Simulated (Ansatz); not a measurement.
Input file:

```yaml
crystal:
  periodic: [false, false, false]
  atoms:
    - {symbol: P, position_ang: [0.037627, 0.000000, 0.104501]}
    - {symbol: H, position_ang: [0.431404, 0.000000, -5.039449]}
    - {symbol: H, position_ang: [-0.870630, 1.078238, 0.104501]}
    - {symbol: H, position_ang: [-0.870630, -1.078238, 0.104501]}
    - {symbol: H, position_ang: [0.153577, 0.000000, 1.619169]}
basis:
  gaussian: {orbitals: 6-31G, fitting: {mean_field: def2-universal-jkfit}}
magnetization: {spin_polarized: true, initial_magnetization: 1}
correlation: {method: ccsdt_q, electrons: outside_noble_gas}
accuracy: high
output: {forces: true}
```

```sh
$ ansatz run in.yaml --threads 1 --pin off --events-out ev --progress --plain --max-ram 2393MiB
```

The program prints:

```
200 factors; integrals over basis functions are off by at most 2.2e-1 eV
mean field evaluation 1: about -9329.9835 eV, gradient 7.3e0 eV
mean field evaluation 2: about -9330.5005 eV, gradient 1.8e0 eV
mean field evaluation 4: about -9330.5404 eV, gradient 1.0e-1 eV
mean field evaluation 8: about -9330.5004 eV, gradient 1.8e0 eV
mean field -9330.54062911 eV, -342.8910436522 hartree, gradient 1.7e-8 eV, S^2 0.750000; 0 other end points of the search recorded, 0 dependent functions left out
5 core orbitals not correlated: weight in the atoms' cores, before any rotation towards them, 1.000 or more for the frozen orbitals, at most 0.000 for the correlated occupied ones
reference -9330.54062911 eV, -342.8910436522 hartree; 5, 4 occupied and 11, 12 virtual orbitals, 200 factors
second order -1.75767162 eV of doubles, -0.00000000 eV of singles
cycle   1  -2.16180761 eV  change   -4.0e-1 eV  update   5.3e-2
cycle   2  -2.37744618 eV  change   -2.2e-1 eV  update   2.2e-2
cycle   3  -2.38502943 eV  change   -7.6e-3 eV  update   4.0e-3
cycle   4  -2.38539162 eV  change   -3.6e-4 eV  update   1.1e-3
cycle   5  -2.38504280 eV  change    3.5e-4 eV  update   2.9e-4
cycle   6  -2.38504789 eV  change   -5.1e-6 eV  update   9.9e-5
cycle   7  -2.38507178 eV  change   -2.4e-5 eV  update   2.1e-5
cycle   8  -2.38506601 eV  change    5.8e-6 eV  update   6.4e-6
cycle   9  -2.38506508 eV  change    9.3e-7 eV  update   2.3e-6
cycle  10  -2.38506541 eV  change   -3.3e-7 eV  update   9.1e-7
cycle  11  -2.38506538 eV  change    2.4e-8 eV  update   4.2e-7
cycle  12  -2.38506535 eV  change    3.1e-8 eV  update   2.5e-7
cycle  13  -2.38506523 eV  change    1.2e-7 eV  update   1.6e-7
cycle  14  -2.38506524 eV  change   -6.5e-9 eV  update   7.1e-8
cycle  15  -2.38506527 eV  change   -3.4e-8 eV  update   2.7e-8
cycle  16  -2.38506527 eV  change    3.0e-9 eV  update   1.3e-8
cycle  17  -2.38506529 eV  change   -2.0e-8 eV  update   1.3e-8
cycle  18  -2.38506530 eV  change   -7.7e-9 eV  update   4.6e-9
cycle  19  -2.38506530 eV  change   -2.1e-9 eV  update   1.6e-9
cycle  20  -2.38506530 eV  change  -1.8e-11 eV  update  6.8e-10
perturbative correction -0.00156442 eV, -0.0000574915 hartree
the calculation of the forces begins
Total energy: -9332.92725883 eV, -342.9787506768 hartree
Atom 0 at     0.037627     0.000000     0.104501 Å, force     1.489186     0.000000     1.161098 eV/Å
Atom 1 at     0.431404     0.000000    -5.039449 Å, force    -0.000091     0.000000     0.000805 eV/Å
Atom 2 at    -0.870630     1.078238     0.104501 Å, force    -0.799646     0.611301    -0.147327 eV/Å
Atom 3 at    -0.870630    -1.078238     0.104501 Å, force    -0.799646    -0.611301    -0.147327 eV/Å
Atom 4 at     0.153577     0.000000     1.619169 Å, force     0.110197    -0.000000    -0.867250 eV/Å
Dipole moment:    -0.248433     0.000000     0.126533 e Å
```

Forces (eV/Å):
```
P    1.489  0.000  1.161
H    0.000  0.000  0.001
H   -0.800  0.611 -0.147
H   -0.800 -0.611 -0.147
H    0.110  0.000 -0.867
```

Ran on 1 thread of Intel Xeon Platinum 8259CL, shared host: 14 s wall, 0.18 GiB peak host memory.
